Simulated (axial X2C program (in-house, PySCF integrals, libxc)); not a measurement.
## B₂⁻: cheaper levels and CCSD(T), 2c

Calculated with an in-house relativistic program for diatomic molecules. Two-component (2c) means X2C with spin–orbit coupling and atomic mean-field two-electron Coulomb and Gaunt terms. Basis: B dyall-av3z [8s7p3d2f] (cores contracted in-house); Gaussian nuclei, density fitting, unrestricted open shells. Masses: B 11.009 u.

State: Ω = 3/2 (⟨Sz⟩ = 1.50, ⟨Lz⟩ = 0.00 at HF); fragments B- + B.

```tsv
level	Re (Å)	ωe (cm⁻¹)	De (eV)
PBE0	1.621	1007.2	4.65
HF	1.613	1015.0	3.32
MP2	1.627	1054.1	4.65
CCSD	1.629	1007.1	4.26
PBEsol	1.630	983.6	5.03
```

Correlated methods: 7 electrons correlated (number of frozen shells: B 1 s), 217 virtual spin orbitals or spinors in MP2, 90 natural virtuals in coupled cluster.

CCSD(T), same Hamiltonian and basis:

Re = 1.635 Å, ωe = 997.0 cm⁻¹, De = 4.47 eV; T1 = 0.027 (Lee–Taylor normalisation).

Question: Give the differences from CCSD(T) in the columns below.

Answer: 

| level | ΔRe (Å) | Δωe (cm⁻¹) | ΔDe (eV) |
| --- | --- | --- | --- |
| PBE0 | -0.014 | 10 | 0.18 |
| HF | -0.022 | 18 | -1.15 |
| MP2 | -0.008 | 57 | 0.18 |
| CCSD | -0.006 | 10 | -0.21 |
| PBEsol | -0.005 | -13 | 0.56 |

The state is a single determinant with fixed occupations, the lowest that a limited PBE0 search found. Dissociation energies refer to the lowest single-determinant-based atoms at the same level and basis. Density functionals use the spin component along the axis (collinear). Coupled cluster ran in a truncated set of natural virtual spinors; the MP2 energy of the rest was added. (T) has no such correction and the atoms are truncated less, which lowers De at CCSD(T) by a hundredth of an eV or more. In 2c an atomic determinant is not the ground J level, so De misses part of the atomic spin–orbit lowering. This holds for PBE0, MP2, CCSD, PBEsol, CCSD(T). Other states lie close and PBE0, whose exact exchange favours high spin, may order them wrongly; the determinant shown need not be the ground state. The nearest other 2c determinant of the search, Ω = 1/2, lies 0.26 eV up at the distance of the search. The functionals have no current-density term, which raises determinants with orbital currents, atoms included. With several unpaired electrons one determinant need not be a pure state. The highest occupied level of some functionals is positive through self-interaction error; at Hartree–Fock it is bound. This is the top spin component of a Σ state; components of lower Ω are not single determinants and can lie lower. The determinant is spin-polarised beyond a pure state at some levels (its spin-free form has ⟨S²⟩ too high), which makes Re and μ there less reliable. Hartree–Fock gets electron affinities wrong, so its lowest charge split need not be the true one.
